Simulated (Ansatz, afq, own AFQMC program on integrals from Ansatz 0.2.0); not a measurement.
AFQMC on a folder of integrals that Ansatz 0.2.0 wrote.

```yaml
crystal:
  periodic: [false, false, false]
  atoms:
    - {symbol: C, position_ang: [-0.001793, 0.003693, -0.003726]}
    - {symbol: H, position_ang: [0.362857, 0.753685, 0.744254]}
    - {symbol: H, position_ang: [-0.375992, -0.741352, 0.744482]}
    - {symbol: H, position_ang: [-0.335483, 0.691140, -0.697334]}
    - {symbol: H, position_ang: [0.369977, -0.747479, -0.747002]}
basis:
  gaussian: {orbitals: 6-31G}
total_charge: 1
magnetization: {spin_polarized: true, initial_magnetization: 1}
correlation: {method: ccsd_t, electrons: outside_noble_gas, hamiltonian_folder: ham}
```

```sh
$ ansatz run in.yaml --threads 1 --pin off --events-out ev --progress --plain --max-ram 16896MiB --backend cuda --devices 0, --max-vram 18GiB
```

afq runs on the folder ham with

```
--method phaseless --trial hf --walkers 4000 --populations 20 --least-time 40 --time-step 0.005 --steps-per-block 20 --equilibration-blocks 112 --max-blocks 4000 --target-error 0.0008 --factor-cut 1e-05 --start spin_pure --seed 4091 --taylor-order 6
```

Times are imaginary, in 1/Eh. The walk had a cap of 49 s. With eight or more populations the least sampling time is a fifth of least-time, and the error comes from their spread.

```
orbitals 16  electrons 4 3  factors 105 of 255
reference energy -39.73202785 Eh
CCSD correlation -0.09978693 Eh in 11 cycles, weight of the determinant in the CISD state 0.9524
energy of the start -39.732053 Eh
 block  time / (1/Eh)  mean weight  energy / Eh
     1     0.100  1.0004  -39.752520
     2     0.200  1.0005  -39.769412
     3     0.300  1.0007  -39.781587
     4     0.400  1.0005  -39.791387
     5     0.500  1.0005  -39.798914
    10     1.000  1.0002  -39.821034
    29     2.900  1.0001  -39.836376
    49     4.900  1.0001  -39.831321
    65     6.500  1.0001  -39.839704
    69     6.900  0.9999  -39.835899
    89     8.900  1.0001  -39.833197
   109    10.900  1.0001  -39.833579
   125    12.500  1.0001  -39.829232
   129    12.900  0.9998  -39.831477
   149    14.900  0.9999  -39.832767
   169    16.900  1.0002  -39.835469
   189    18.900  1.0000  -39.833895
error from the spread of 20 populations
energy -39.832815 +/- 0.000488 Eh
(rows thinned)
```

**Question.** Estimate how long the walk took on 1 × NVIDIA H100 80GB HBM3 with 2 threads of AMD EPYC 7R13 Processor (Zen 3), with other jobs on the host (the card was shared).

**Answer.** 19 s of wall time.

The run passed its tests (sampling time, drift between the halves within three errors, error under three times the target), which doesn't prove that it has relaxed.

Against this walk (error 13.3 meV) on the same determinant: CCSD(T) 10.2 meV lower (within the noise), CCSDT(Q) 21.7 meV lower (within the noise), CCSDTQ 21.8 meV lower (within the noise), full CI 22.0 meV lower (within the noise), a separate phaseless walk with a CISD trial and standard settings 21.4 ± 13.3 meV lower (within the noise). The error is statistical and leaves out the bias of the constraint.

Cautions: constraint bias not in the error.

CCSDT and higher add their correlation energy to the determinant of the CCSD(T) run, since their own runs factorise the integrals more tightly (a shift of under 2 meV). A walk keeps the symmetry of its determinant, which the program's search chose and which needn't be the lowest solution, so a lower state of the same spin and another symmetry isn't excluded.
